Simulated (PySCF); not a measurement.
# BClH5N: the cost of one run

The runs use PySCF 2.14.0, with density-fitted response routines of our own; the level of theory stands in each step. All values are computed, except where a source is named. Atoms count from 0, in the outputs and in this text.

### Step 1. The starting structure

8 atoms, charge 0, multiplicity 1; geometry from: GFN2-xTB. The atoms were then displaced at random by about 0.01 Å, so the start is not that level's minimum.

Bonds of the start (Å): N0–B1 1.66, B1–Cl2 1.85, N0–H3 1.02, N0–H4 0.99, N0–H5 1.04, B1–H6 1.18, B1–H7 1.18.

### Step 2. Geometry optimisation at PBE0-D3(BJ)/def2-SVP

Job settings and geometry (Å):

```
{"job": {"xc": "PBE0", "basis": "def2-SVP", "d3": "d3bj", "grid": 1, "shake": 0.01, "kind": "geom"}, "charge": 0, "multiplicity": 1}
N      0.838760     0.148660     0.062260
B     -0.723970    -0.354380    -0.153190
Cl    -1.692400     1.062930     0.532590
H      0.977180     0.359750     1.047230
H      1.498940    -0.508460    -0.281490
H      0.908220     1.058050    -0.447520
H     -0.855660    -1.325550     0.505510
H     -0.895940    -0.460140    -1.317860
```

On the command line:

```console
$ OMP_NUM_THREADS=1 python probes_run.py task.json out
```

This one command runs all jobs of the session in turn.

Q: Estimate the wall time and peak memory of this first job on 1 thread of Arm Neoverse N1, shared host.

About 19 s, with a peak of 0.31 GiB.
